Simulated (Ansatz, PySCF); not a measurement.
This Ansatz (a program for electronic structure) input computes a PBE/def2-TZVPD energy:

Ansatz 0.2 input:
```yaml
crystal:
  periodic: [false, false, false]
  atoms:
    - {symbol: C, position_ang: [-0.18304254, 0.00476490, 0.95552267]}
    - {symbol: Cl, position_ang: [0.02009756, 1.53307264, -0.21289176]}
    - {symbol: Cl, position_ang: [-0.00577673, -1.53459387, -0.20255081]}
    - {symbol: H, position_ang: [0.85480124, -0.00272854, 1.32938764]}
basis:
  gaussian:
    orbitals: def2-TZVPD
hamiltonian:
  xc: {name: PBE}
total_charge: -1
output: {forces: true}
```

Q: Write an input for the same energy in PySCF and say what it gives.

A: 
```python
from pyscf import gto, scf, dft

mol = gto.M(
    atom='''
    C    -0.18304254    0.00476490    0.95552267
    Cl    0.02009756    1.53307264   -0.21289176
    Cl   -0.00577673   -1.53459387   -0.20255081
    H     0.85480124   -0.00272854    1.32938764
    ''',
    basis='def2-tzvpd',
    charge=-1,
    spin=0,
    verbose=4,
)

mf = dft.RKS(mol, xc='pbe').density_fit(auxbasis='def2-universal-jkfit')
mf.grids.level = 3
mf.conv_tol = 1e-9
mf.max_cycle = 100
mf.max_memory = 1500
mf.kernel()
if not mf.converged:
    mf = mf.newton()
    mf.kernel(mf.make_rdm1())
mf.analyze()
```
It gives -958.71269 Eh, and Ansatz -958.71264 Eh, a difference of 0.05 mEh, from the treatment of integrals and grids.

It need not be the lowest isomer of its formula. Whether it binds its extra electron was not tested at this geometry.
